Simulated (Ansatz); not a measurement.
ethylene (SMILES C=C) moved off its minimum; all values from Ansatz (a quantum-chemistry and plane-wave program), cores frozen in correlated methods.
(charge 0, multiplicity 1)
```xyz
6

C     -0.7750    -0.0848    -0.0595
C      0.6572     0.0002     0.1447
H     -1.3527     0.9049     0.2060
H     -1.2365    -0.9668    -0.0556
H      1.4610    -0.9296    -0.1193
H      1.1848     0.9852     0.1383
```

| level | largest force (eV/Å) | on atom | rms difference from CCSD(T)/aug-cc-pVTZ (eV/Å) | dipole (D) |
|---|---|---|---|---|
| HF/def2-TZVPP | 9.63 | C1 | 0.574 | 0.05 |
| PBE/def2-TZVPP | 8.51 | C1 | 0.207 | 0.05 |
| r2SCAN/def2-TZVPP | 8.70 | C1 | 0.240 | 0.05 |
| B3LYP/def2-TZVPP | 8.69 | C1 | 0.245 | 0.05 |
| wB97M-V/def2-TZVPP | 8.94 | C1 | 0.334 | 0.04 |
| MP2/aug-cc-pVTZ | 8.37 | C1 | 0.085 | 0.04 |
| CCSD(T)/aug-cc-pVTZ | 8.18 | C1 | 0.000 | 0.04 |

The differences count from one level among others, with limits of its own. Forces at CCSD(T)/aug-cc-pVTZ (eV/Å):

| atom | Fx | Fy | Fz |
|---|---|---|---|
| C1 | 5.364 | 5.736 | 2.271 |
| C2 | -1.018 | -1.748 | -2.448 |
| H3 | 0.972 | -2.161 | -0.856 |
| H4 | -1.964 | -3.410 | -0.319 |
| H5 | -2.645 | 2.392 | 1.003 |
| H6 | -0.710 | -0.809 | 0.349 |

Doubts at one or more of the structures used: a restricted determinant that unrestricted orbitals would lower (MP2/aug-cc-pVTZ, CCSD(T)/aug-cc-pVTZ).
